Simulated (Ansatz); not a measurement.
Reaction (SMILES): F[C]=C -> FC=[CH]

Property: isomerisation energy (enthalpy at 298 K), in kcal/mol. Terms: no spin-orbit coupling; non-relativistic; 6-311+G** with 5d; 6-31G* and kin with 6d, 5d where marked; no dispersion term unless named; LANL2DZ all-electron up to Ne; UHF or UKS for open shells. First-principles rows: single points at B3LYP-D3(BJ) geometries (Ansatz, a program for electronic structure), with unscaled harmonic terms from B3LYP/6-31G* at its own minima.

```
level           program  isomerisation energy (enthalpy at 298 K) (kcal/mol)
--------------  -------  ---------------------------------------------------
PBE/STO-3G       Ansatz                                                 15.9
PBE/3-21G        Ansatz                                                  6.1
PBE/LANL2DZ      Ansatz                                                  2.9
PBE/6-31G*       Ansatz                                                  5.1
PBE/def2-SVP     Ansatz                                                  5.0
PBE/6-311+G**    Ansatz                                                  3.6
PBE/def2-TZVPD   Ansatz                                                  3.7
```

No value to compare with is used here. The 6 habitual levels span 2.9 (PBE/LANL2DZ) to 15.9 kcal/mol (PBE/STO-3G); PBE/def2-TZVPD gives 3.7.

The sets are all those run for this method; runs whose electronic state is in doubt are left out.
